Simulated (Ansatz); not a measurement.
Consider the silylene formation by 1,1-elimination: `[AlH2][SiH2]Cl` → `[AlH2][Cl]` + `[SiH2]`.

Gas-phase electronic energies from Ansatz, PBE0-D4/def2-TZVP geometries. CCSD(T)/CBS is the MP2 limit (def2-TZVPP, def2-QZVPP) plus CCSD(T) − MP2 in def2-TZVPP, frozen cores. This one scheme is used for every species. DFT in def2-TZVPP. HSE06 is defined as in plane-wave codes.

Problem. Is it downhill or uphill in electronic energy at CCSD(T)/CBS, and by how much? (An estimate is asked.)

Solution. The calculation gave: Uphill: ΔE = +1.63 eV.

Problem. What do these levels give: r2SCAN-D4, ωB97X-V, PBE0, HSE06, HF/def2-TZVPP, MP2/CBS(def2)? (Best estimate.)

Solution. Ansatz gave: r2SCAN-D4 1.86, ωB97X-V 1.76, PBE0 1.80, HSE06 1.81, HF/def2-TZVPP 1.38, MP2/CBS(def2) 1.77 eV.

Problem. What do rigid-rotor, harmonic-oscillator terms from PBE0-D4/def2-TZVP frequencies (298.15 K, 1 bar) make of the CCSD(T)/CBS value? (Best estimate.)

Solution. Computed: ΔZPE = -0.15 eV, ΔH = +1.52 eV, ΔS = 128 J/(mol·K), ΔG = +1.12 eV.

Largest T1 diagnostic among the species: 0.014.

From BLYP to BHLYP (50 % exact exchange), in def2-TZVPP and without D4, ΔE moves by +0.16 eV. Leaving LDA and LC-ωPBE aside and taking each functional with its dispersion term where it has one, the values, not all of them listed here, spread over 0.33 eV, from BLYP-D4 to PBE0-D4. LDA lies +0.29 eV from PBE without D4. At CCSD(T), def2-SVP lies −0.29 eV from the extrapolated value and def2-TZVPP −0.08 eV.
